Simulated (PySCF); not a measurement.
PySCF input (PBE0/6-311++G(3df,3pd)):

```python
import numpy as np, basis_set_exchange as bse
from pyscf import gto, scf, dft, df
from pyscf.prop.nmr import rks as nmr

basis = {'H': gto.basis.parse(bse.get_basis('6-311++G(3df,3pd)', elements=['H'], fmt='nwchem')), 'N': gto.basis.parse(bse.get_basis('6-311++G(3df,3pd)', elements=['N'], fmt='nwchem'))}
mol = gto.M(
    atom='''
    N     0.00224146   -0.00382052    0.11155442
    H    -0.00202883    0.95117179   -0.22808750
    H     0.80949996   -0.46442426   -0.29287493
    H    -0.82316134   -0.46000387   -0.25991854
    ''',
    basis=basis,
    charge=0,
    verbose=4,
    max_memory=2160,
)
mf = dft.RKS(mol, xc='pbe0')
mf.grids.level = 3
mf.conv_tol = 1e-9
mf.max_cycle = 100
print('smallest overlap eigenvalue', np.linalg.eigvalsh(mol.intor('int1e_ovlp'))[0])
mf.kernel()
dip = mf.dip_moment()
n = nmr.NMR(mf)
n.verbose = 2
n.max_cycle_cphf = 60
sigma = n.kernel()
for i, x in enumerate(sigma):
    print(mol.atom_symbol(i), i + 1, round(x.trace() / 3, 3))
```

Output:

```
PySCF version 2.14.0

[INPUT] verbose = 4
[INPUT] num. atoms = 4
[INPUT] num. electrons = 10
[INPUT] charge = 0
[INPUT] spin (= nelec alpha-beta = 2S) = 0
[INPUT] symmetry False subgroup None
[INPUT] Mole.unit = angstrom
[INPUT] Symbol           X                Y                Z      unit          X                Y                Z       unit  Magmom
[INPUT]  1 N      0.002241460000  -0.003820520000   0.111554420000 AA    0.004235745519  -0.007219736453   0.210807301785 Bohr   0.0
[INPUT]  2 H     -0.002028830000   0.951171790000  -0.228087500000 AA   -0.003833933053   1.797454180512  -0.431022907437 Bohr   0.0
[INPUT]  3 H      0.809499960000  -0.464424260000  -0.292874930000 AA    1.529733222246  -0.877634657004  -0.553453406451 Bohr   0.0
[INPUT]  4 H     -0.823161340000  -0.460003870000  -0.259918540000 AA   -1.555549488930  -0.869281330540  -0.491174855297 Bohr   0.0

nuclear repulsion = 11.935771654522
number of shells = 37
number of NR pGTOs = 112
number of NR cGTOs = 93
basis = {'H': [[0, [33.865, 0.0254938], [5.09479, 0.190373], [1.15879, 0.852161]], [0, [0.32584, 1.0]], [0, [0.102741, 1.0]], [0, [0.036, 1.0]], [1, [3.0, 1.0]], [1, [0.75, 1.0]], [1, [0.1875, 1.0]], [2, [1.0, 1.0]]], 'N': [[0, [6293.48, 0.00196979], [949.044, 0.0149613], [218.776, 0.0735006], [63.6916, 0.248937], [18.8282, 0.60246], [2.72023, 0.256202]], [0, [30.6331, 0.111906], [7.02614, 0.921666], [2.11205, -0.00256919]], [0, [0.684009, 1.0]], [0, [0.200878, 1.0]], [0, [0.0639, 1.0]], [1, [30.6331, 0.0383119], [7.02614, 0.237403], [2.11205, 0.817592]], [1, [0.684009, 1.0]], [1, [0.200878, 1.0]], [1, [0.0639, 1.0]], [2, [3.652, 1.0]], [2, [0.913, 1.0]], [2, [0.22825, 1.0]], [3, [1.0, 1.0]]]}
ecp = {}
smallest overlap eigenvalue 0.0004187938416680256

******** <class 'pyscf.dft.rks.RKS'> ********
method = RKS
initial guess = minao
damping factor = 0
level_shift factor = 0
DIIS = <class 'pyscf.scf.diis.CDIIS'>
diis_start_cycle = 1
diis_space = 8
diis_damp = 0
SCF conv_tol = 1e-09
SCF conv_tol_grad = None
SCF max_cycles = 100
direct_scf = True
direct_scf_tol = 1e-13
XC library pyscf.dft.libxc version 7.1.2
    S. Lehtola, C. Steigemann, M. J. T. Oliveira, and M. A. L. Marques,  SoftwareX 7, 1–5 (2018)
XC functionals = pbe0
    C. Adamo and V. Barone,  J. Chem. Phys. 110, 6158 (1999)
    M. Ernzerhof and G. E. Scuseria,  J. Chem. Phys. 110, 5029 (1999)
radial grids:
    Treutler-Ahlrichs [JCP 102, 346 (1995); DOI:10.1063/1.469408] (M4) radial grids

becke partition: Becke, JCP 88, 2547 (1988); DOI:10.1063/1.454033
pruning grids: <function nwchem_prune>
grids dens level: 3
symmetrized grids: False
atomic radii adjust function: <function treutler_atomic_radii_adjust>
small_rho_cutoff = 0
Set gradient conv threshold to 3.16228e-05
Initial guess from minao.
tot grids = 43328
init E= -56.3888830953464
  HOMO = -0.332006247706914  LUMO = -0.0201097694085561  gap/eV = 8.48714
cycle= 1 E= -56.4845692866074  delta_E= -0.0957  |g|= 0.364  |ddm|= 1.15
  HOMO = -0.194058737257791  LUMO = 0.00385502669286808  gap/eV = 5.38551
cycle= 2 E= -56.4593529539036  delta_E= 0.0252  |g|= 0.507  |ddm|= 0.526
  HOMO = -0.283379303587253  LUMO = -0.00481338725112579  gap/eV = 7.58016
cycle= 3 E= -56.5142044053818  delta_E= -0.0549  |g|= 0.0161  |ddm|= 0.308
  HOMO = -0.28265155763966  LUMO = -0.0037684918941423  gap/eV = 7.58879
cycle= 4 E= -56.5142516692402  delta_E= -4.73e-05  |g|= 0.00349  |ddm|= 0.0108
  HOMO = -0.282899422010878  LUMO = -0.00390421453315071  gap/eV = 7.59185
cycle= 5 E= -56.514253933096  delta_E= -2.26e-06  |g|= 0.000292  |ddm|= 0.0027
  HOMO = -0.282982214343775  LUMO = -0.00391723765088869  gap/eV = 7.59374
cycle= 6 E= -56.5142539523979  delta_E= -1.93e-08  |g|= 9.23e-06  |ddm|= 0.000247
  HOMO = -0.282981233915592  LUMO = -0.00391649495765023  gap/eV = 7.59374
cycle= 7 E= -56.5142539524445  delta_E= -4.66e-11  |g|= 1.55e-06  |ddm|= 2.18e-05
  HOMO = -0.282981414322215  LUMO = -0.0039164714821851  gap/eV = 7.59374
Extra cycle  E= -56.5142539524455  delta_E= -1.01e-12  |g|= 6.27e-07  |ddm|= 2.66e-06
converged SCF energy = -56.5142539524455
Dipole moment(X, Y, Z, Debye): -0.03035,  0.05174, -1.51072
N 1 263.698
H 2 31.508
H 3 31.508
H 4 31.508
```
